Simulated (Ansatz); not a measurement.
Basis-set extrapolation for C₄H₆S (`CC1C=CS1`) (PBE0-D4/def2-TZVP geometry, frozen core, Ansatz 0.2.0). Multiplicity 1, RHF reference.

|  | def2-TZVPP | def2-QZVPP |
| --- | --- | --- |
| HF | -552.510668 | -552.528836 |
| MP2 correlation | -0.834864 | -0.891942 |
| CCSD(T) correlation | -0.918898 | not run |

Energies in hartree. Use E(X) = E(∞) + A·exp(−7.88·√X) for Hartree–Fock and E(X) = E(∞) + B·X^(−2.97) for correlation, with X = 3 and 4, and add CCSD(T) minus MP2 of the smaller set to the MP2 limit.

Question: What is the CCSD(T) energy at the basis-set limit?

Answer: HF limit: -552.528836 + (-0.018168) × 0.13774 = -552.53134. MP2 limit: -0.891942 + (-0.057078) × 0.74074 = -0.93422. Higher-order term: -0.918898 − (-0.834864) = -0.08403. Total: -553.54959 hartree, 315.1 kJ/mol below CCSD(T)/def2-TZVPP.
